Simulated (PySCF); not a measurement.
Unknown compound

Molecular formula: C6H8. Simulated spectra:

¹H NMR (600 MHz, computed): δ 6.65 (m, 2H), 6.44 (m, 2H), 5.57 (m, 2H), 5.47 (m, 2H).

¹³C{¹H} NMR (computed): δ 145.7 (CH), 142.6 (CH), 125.6 (CH2).

- GFN2-xTB geometry
- GIAO PBE0/pcSseg-1 shieldings
- code: PySCF 2.14.0 with density-fitted response routines
- non-relativistic Hamiltonian, isolated molecule, averaged over atoms made equivalent by symmetry, fast rotation or ring inversion, single conformer

δ = σ(ref) − σ, references computed at the same level: ¹H (σref 31.72) and ¹³C (σref 186.93) vs TMS.

What is the structure?

Answers


The formula gives 3 degrees of unsaturation (no ring in the answer). 3 carbon signals for 6 carbons: some carbons are equivalent by symmetry or fast rotation. Carbon types of the structure: 4 × CH, 2 × CH2, which accounts for all hydrogens. δC 145.7, 142.6: alkene CH; the olefinic region. δC 125.6: terminal =CH2 carbon; the olefinic region. δH 6.65, 6.44: hydrogen on an alkene CH; attached to an sp2 carbon and in the plane of the double bond. δH 5.57, 5.47: hydrogen on a terminal =CH2 carbon; attached to an sp2 carbon and in the plane of the double bond.

These data were computed for divinylethylene (SMILES C=C/C=C/C=C).

This is the structure that produced the data.

Shifts are as computed. Against solution values, carbons near 30 ppm lie about +3 ppm off and those near 130 ppm about +5 ppm. Of 1211 compounds with measured shifts, 218 miss one by over three times the rms of a fit or turn the order of signals round; such compounds aren't used in these exercises. No couplings were computed; multiplicities are counted from neighbouring protons, with m where these are inequivalent, close in shift, in a saturated or five-membered ring or joined by F or P, and br s for small geminal =CH2 splittings.
